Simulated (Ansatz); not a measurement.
**[H···H···NH], triplet along the distance H1-H2**

Starting geometry:

```xyz
4

H    -2.0834    0.0594    0.0000
H    -1.3384    0.0594    0.0000
N     0.2116    0.0594    0.0000
H     0.4807   -0.9448    0.0000
```

From there H2 is moved from one fragment to the other while all else, the fragments' distance too, stays fixed; atoms are numbered as listed. Energies are in kJ/mol, counted from the starting geometry at the same level. Kohn–Sham curves are unrestricted where that lies lower.

Basis 6-31G; Ansatz 0.2.0. Correlated methods freeze the noble-gas cores.

In so small a basis the reference is far from its limit while semilocal and hybrid functionals are nearer theirs (RPA and double hybrids share much of the reference's basis error), so the functionals' errors here hold much of the reference's basis and frozen-core error, which can add to them or hide them.

Full CI is exact within this basis and frozen core; it isn't the basis-set limit.

```csv
distance H1-H2 (Å),full CI,SPW92,PBE,r2SCAN,B97M-V,PBE0,B3LYP,wB97M-V,B2PLYP,RPA-PBE
0.693,1.0,13.0,8.5,6.0,4.7,5.3,5.2,3.6,2.7,1.6
0.745,0.0,0.0,0.0,0.0,0.0,0.0,0.0,0.0,0.0,0.0
0.818,11.4,-5.6,0.2,3.3,4.4,4.9,5.0,7.5,8.7,10.0
0.891,29.3,-3.6,6.9,12.6,14.0,16.2,16.3,21.7,23.6,25.5
0.964,45.7,0.5,14.5,21.7,23.5,27.3,27.6,35.5,37.3,39.7
1.036,55.1,3.7,19.6,27.0,30.3,34.1,35.0,44.3,45.0,48.4
1.109,56.0,5.8,22.1,28.2,34.0,35.7,38.0,47.3,46.0,51.3
1.182,52.1,9.1,24.5,28.2,36.8,35.0,39.2,47.0,43.7,51.5
1.255,51.5,19.2,32.6,33.7,43.7,38.5,45.0,50.4,45.4,55.6
```
